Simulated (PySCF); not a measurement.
Species: cyclobutadiene, C4H4.
SMILES: `C1C=CC=1`

Computed with MP2 and CCSD/aug-cc-pVDZ in PySCF, restricted Hartree–Fock reference, 4 core orbitals frozen, non-relativistic, gas phase, PBE0-D3(BJ)/def2-SVP geometry.

E(HF) = -153.66123 Eh.

Q: How large is the problem?

A: 128 basis functions and 28 electrons; 4 orbitals frozen, which leaves o = 10 correlated occupied and v = 114 virtual orbitals. That is o·v = 1140 singles and o·v(o·v + 1)/2 = 650370 distinct closed-shell doubles amplitudes before symmetry; the costliest CCSD step grows as o²v⁴ = 1.7 × 10^10.

Q: What are the MP2 and CCSD correlation energies?

A: MP2 -0.5394 Eh and CCSD -0.5749 Eh, which gives totals of -154.20061 and -154.23614 Eh. That is 0.782 eV for each correlated electron at CCSD (1509 kJ/mol in all, 0.373 % of the total energy); MP2 gives 93.8 % of the CCSD value.

Q: What is the T1 diagnostic?

A: 0.0120, below the customary warning level of 0.02. It is the norm of the spatial-orbital singles amplitudes over the root of the number of correlated electrons, so the norm is 0.054.

Connected triples and the basis-set limit are missing.

The job also held the EOM ionisation roots. The run took 91 s on one thread of an Arm Neoverse V1, shared host, and the process peaked at 1.7 GiB of memory.
